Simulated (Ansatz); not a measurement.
Z-matrix (Å, degrees):
```
C
C 1 1.3677
H 2 1.0822 1 125.67
H 1 1.0822 2 125.67 3 0.00
C 2 1.4173 3 122.66 1 180.00
H 5 1.0840 2 126.38 3 0.00
C 1 1.4173 4 122.66 2 -180.00
H 7 1.0840 1 126.38 4 0.00
S 5 1.7051 6 120.38 2 180.00
```
Charge +1, spin multiplicity 2.

All values below come from frozen-core CCSD(T)/cc-pVTZ // PBE0-D4/def2-TZVP (Ansatz, a quantum-chemistry and plane-wave program).

```
Quantity                        Value
----------------------  -------------
HF energy               -551.10706 Ha
MP2 correlation energy    -0.75219 Ha
```

Question: Estimate the CCSD correlation energy, the (T) correction, the total energy and the T1 diagnostic.

Answer: 
The CCSD correlation energy is -0.78949 Ha, the (T) correction comes out as -0.04277 Ha and the CCSD(T) total energy is -551.93932 Ha. The T1 diagnostic is 0.020.
